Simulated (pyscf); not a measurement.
# Four-centre exchange: HO–Ga(Cl)–Cl (SMILES [OH][Ga]([Cl])[Cl]) + HF (SMILES F) → HO–Ga(F)–Cl (SMILES [OH][Ga]([F])[Cl]) + HCl (SMILES Cl)

Gas phase, singlet surface, charge 0. Bonds broken: Ga2–Cl3, F6–H7. Bonds formed: Ga2–F6, Cl3–H7. PySCF, gas phase, ωB97X-D3(BJ)/def2-SVP geometries.

Transition state (Å):

```xyz
7

O      0.6790     1.3382    -0.0671
Ga    -0.3321    -0.0088    -0.5947
Cl    -2.3131    -0.1369     0.8018
Cl    -0.8467    -0.4915    -2.5971
H      0.8539     2.0023    -0.7431
F     -0.1009    -1.4982     0.5027
H     -1.2914    -1.1312     0.9805
```

One imaginary mode, 443i cm⁻¹; descent along it reached the two sides named, in the forms told below.

```tsv
bond	change	reactant side (Å)	saddle	product side
Ga2–Cl3	breaks	2.165	2.427	2.6
F6–H7	breaks	0.943	1.334	1.989
Ga2–F6	forms	2.184	1.864	1.771
Cl3–H7	forms	2.324	1.437	1.301
```

Electronic energies relative to the separated reactants (kcal/mol):

```tsv
level	barrier	reaction energy	reverse barrier
ωB97X-D3(BJ)/def2-TZVP	2.4	+9.1	-6.7
PBE/def2-TZVP	-0.2	+6.7	-7.0
r²SCAN/def2-TZVP	-1.4	+6.9	-8.2
B3LYP-D3(BJ)/def2-TZVP	2.4	+7.1	-4.8
PBE0-D3(BJ)/def2-TZVP	1.6	+8.8	-7.2
M06-2X/def2-TZVP	1.5	+7.9	-6.4
ωB97M-D3(BJ)/def2-TZVP	3.0	+7.1	-4.1
HF/def2-TZVP	15.1	+7.2	8.0
```

With ωB97M-D3(BJ)/def2-TZVP energies and thermal terms (ideal gas, 1 atm, RRHO with modes under 100 cm⁻¹ raised to 100, one conformer, R ln 2 for chiral ones without a mode under 150 cm⁻¹), in kcal/mol:

| T (K) | ΔH‡ | ΔG‡ | ΔH | ΔG |
|---|---|---|---|---|
| 298 | 1.0 | 11.3 | +5.9 | +5.7 |
| 600 | 0.9 | 21.8 | +5.7 | +5.6 |
| 900 | 1.2 | 32.2 | +5.7 | +5.6 |
| 1200 | 1.7 | 42.5 | +5.8 | +5.5 |

On the reactant side the descent ends in an adduct with a F–Ga contact, 10.1 kcal/mol under the separated species and 12.5 kcal/mol under the saddle at ωB97X-D3(BJ)/def2-TZVP. On the product side the descent ends in an adduct with a Cl–Ga contact, 10.2 kcal/mol under the separated species and 3.5 kcal/mol under the saddle at ωB97X-D3(BJ)/def2-TZVP. At PBE, r²SCAN the saddle lies under the separated reactants, which points to a path from their complex (located at ωB97X-D3(BJ) alone). At ωB97X-D3(BJ), PBE, r²SCAN, B3LYP-D3(BJ), PBE0-D3(BJ), M06-2X, ωB97M-D3(BJ) the saddle lies under the separated products, which points to a path from their complex (located at ωB97X-D3(BJ) alone), and parting the products costs more than the saddle. What is counted as formed (F–Ga) is already present as a longer contact in the reactant adduct; forming that adduct is a step of its own. What is counted as broken (Cl–Ga) persists as a longer contact in the product adduct; parting that adduct is a step of its own. This is the saddle that the search found; another between the same sides may lie lower. Elements up to Kr have no core potential and no relativistic terms here.
